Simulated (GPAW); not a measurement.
**SF2 (SMILES FSF): PBEsol/plane waves (scalar-relativistic datasets, plane-wave cutoff 400 eV)**

Aim: a geometry optimisation of SF2. 

The results are computed with GPAW 26.7.0.

5 further runs of the same task are left out: 1 that didn't finish, 4 set aside as unsound or not needed.

**1. The structure to begin with**

SF2: 3 atoms, total charge 0, spin state singlet. As SMILES, `FSF`. The shape is that of a GFN2-xTB optimisation. The run starts from this shape.

Bond lengths: F1–S2 1.632 Å, S2–F3 1.632 Å. Angles: F1–S2–F3 97.2°.

**2. A structure relaxation at PBEsol/plane waves (scalar-relativistic datasets, plane-wave cutoff 400 eV)**

run.py

```python
from ase import Atoms
from ase.io import write
from ase.optimize import LBFGSLineSearch
from gpaw import GPAW, PW, setup_paths
from gpaw.atom.configurations import parameters
from gpaw.atom.generator import Generator

system = Atoms(['F', 'S', 'F'],
    positions=[[  0.454740,   1.131520,   0.375070],
               [ -0.626960,   0.131720,  -0.328340],
               [  0.172220,  -1.263230,  -0.046730]])
system.center(vacuum=5.0)

for symbol in ['F', 'S']:
    Generator(symbol, xcname='PBEsol', scalarrel=True, nofiles=True, txt=None).run(**parameters[symbol])
setup_paths.insert(0, '.')

calc = GPAW(mode={'name': 'pw', 'ecut': 400},
            symmetry='off',
            maxiter=120,
            xc='PBEsol',
            txt='-')
system.calc = calc

opt = LBFGSLineSearch(system, trajectory='F2S.traj')
converged = opt.run(fmax=0.01, steps=100)
print('Converged:', converged)
print(f'Final energy: {system.get_potential_energy():.5f} eV')
print(f'r(F2-S1): {system.get_distance(2, 1):.4f} Ang')
print(f'r(S1-F0) = {system.get_distance(1, 0):.4f} Ang')
write('relaxed.xyz', system)
```

Started as:

```
$ OMP_NUM_THREADS=1 python run.py
```

What values should one expect? Wanted: energy as printed; dipole moment; HOMO energy; LUMO energy; HOMO–LUMO gap.

Computed results:

At PBEsol/plane waves (scalar-relativistic datasets, plane-wave cutoff 400 eV):

| quantity | value |
| --- | --- |
| energy as printed (from the program's reference atoms) | -8.9833 eV |
| dipole moment | 0.91 D |
| HOMO energy (from the vacuum level) | -5.83 eV |
| LUMO energy (from the vacuum level) | -3.07 eV |
| HOMO–LUMO gap | 2.77 eV |

At the final geometry: Bond lengths: F1–S2 1.612 Å, S2–F3 1.612 Å. Angles: F1–S2–F3 99.1°. The optimisation took 16 steps and changed the energy by -0.034 eV.
